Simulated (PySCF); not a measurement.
H3Si, SMILES [SiH3] (connectivity only; charge and spin as stated), charge +1, multiplicity 1.

Geometry optimised at B3LYP-D3(BJ)/def2-TZVPD. The spin state was assumed, not searched. The isomer is the one that the SMILES or the coordinates give; other isomers of the formula were not compared.

All values below come from M06-2X/def2-TZVPD in PySCF.

Symmetry labels are those of the subgroup C2v that the program uses (full group D3h).

Task: List the valence orbital energies around the gap with their symmetry. (The exact figures need the calculation; the answer reports its results.)

Result: 
| orbital | symmetry | energy (eV) |
|---|---|---|
| HOMO−7 | A1 | -1832.66 |
| HOMO−6 | A1 | -160.18 |
| HOMO−5 | B2 | -114.31 |
| HOMO−4 | A1 | -114.09 |
| HOMO−3 | B1 | -114.09 |
| HOMO−2 | A1 | -24.19 |
| HOMO−1 | A1 | -18.97 |
| HOMO | B1 | -18.97 |
| LUMO | B2 | -9.34 |
| LUMO+1 | A1 | -5.33 |
| LUMO+2 | B1 | -4.38 |
| LUMO+3 | A1 | -4.38 |
